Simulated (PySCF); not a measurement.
BeH, SMILES [BeH+], charge +1.

Geometry: PBE0-D3(BJ)/def2-TZVPD. The multiplicity is an assumed one; other spin states were not compared.

Computed with PySCF with TDDFT-PBE/def2-TZVPD.

Vertical excitations; the highest root listed may be one member of a degenerate set. Gas-phase values at a fixed geometry. State labels are in the subgroup C2v.

**Question.** Estimate the UV-visible absorptions. (An estimate is asked for; the answer gives what the named calculation found.)

**Answer.** 
```tsv
state	symmetry	energy (eV)	λ (nm)	f	main pairs
S1	A1	5.19	239	0.133	HOMO→LUMO 99 %
S2	B2	7.30	170	0.231	HOMO→LUMO+2 (degenerate set)
S3	B1	7.30	170	0.231	HOMO→LUMO+1 (degenerate set)
S4	A1	12.39	100	0.003	HOMO→LUMO+3 86 %, HOMO→LUMO+5 14 %
S5	A1	13.06	95	0.020	HOMO→LUMO+5 56 %, HOMO→LUMO+4 36 %
S6	B1	13.17	94	0.013	HOMO→LUMO+6 (degenerate set)
S7	B2	13.17	94	0.013	HOMO→LUMO+7 (degenerate set)
S8	A1	13.50	92	0.215	HOMO→LUMO+4 61 %, HOMO→LUMO+5 30 %
S9	B1	14.96	83	0.162	HOMO→LUMO+8 (degenerate set)
S10	B2	14.96	83	0.162	HOMO→LUMO+9 (degenerate set)
T1	A1	3.57	347	0	HOMO→LUMO 100 %
T2	B2	5.52	225	0	HOMO→LUMO+2 (degenerate set)
T3	B1	5.52	225	0	HOMO→LUMO+1 (degenerate set)
T4	A1	11.49	108	0	HOMO→LUMO+4 52 %, HOMO→LUMO+3 30 %, HOMO→LUMO+5 17 %
```
Triplets are in the Tamm–Dancoff approximation, which puts them higher than full response would, so one can lie above its singlet here.
